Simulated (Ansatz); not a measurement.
`[CH2]C#N` radical. The species carries charge 0 and has multiplicity 2. All single points use the PBE0-D4/def2-TZVP geometry.

```xyz
5

C    -0.565    0.048   -0.012
C     0.806   -0.069    0.017
N     1.966   -0.168    0.042
H    -1.101    0.358    0.875
H    -1.107   -0.169   -0.922
```

Question: What is the dipole moment at B3LYP/def2-TZVPP? (Estimate.)

Answer: The calculation gave: 3.47 D, with components (-3.46, 0.30, -0.07) D in this frame, pointing from negative to positive charge.

Question: And with PBE, r2SCAN, ωB97M-V? (An estimate is asked.)

Answer: Computed: PBE 3.38 D, r2SCAN 3.52 D, ωB97M-V 3.50 D.

Question: Give the Mulliken charges with B3LYP, ωB97M-V, r2SCAN in def2-TZVPP. (An estimate is asked.)

Answer: Ansatz gave: 
```
atom  B3LYP  ωB97M-V  r2SCAN
  C1  -0.12    -0.14   -0.06
  C2  -0.16    -0.12   -0.12
  N3  -0.01    -0.05   -0.08
  H4   0.14     0.15    0.13
  H5   0.14     0.15    0.13
```

B3LYP here is the variant with VWN-RPA as its local correlation; programs differ in this.
